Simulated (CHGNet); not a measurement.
## Rhombohedral A7 As

Method: the machine-learned potential CHGNet 0.3.0 (trained on PBE and PBE+U data).

Cell: relaxed at this level.

lattice parameter a: 3.715 Å
lattice parameter c: 15.923 Å
volume per atom: 31.72 Å³/atom

Measured, for comparison: lattice constant a 3.760 Å, lattice parameter c 10.441 Å (4 K, zero-point motion not removed; as tabulated in Schiferl, Barrett, J. Appl. Cryst. 2, 30 (1969), as in the American …). Computed (rounded) less measured: lattice constant a -1.2 %, lattice parameter c +52.5 %.

A machine-learned potential is trained on density-functional data: it inherits that level's misses and adds fitting errors of its own.

Note: the model's c/a of 4.29 is far from the 2.81 of the starting cell; this model's volume lies 47 % above that of the starting cell (a measured, published or database cell); the cell moved over 20 % in volume from its start.
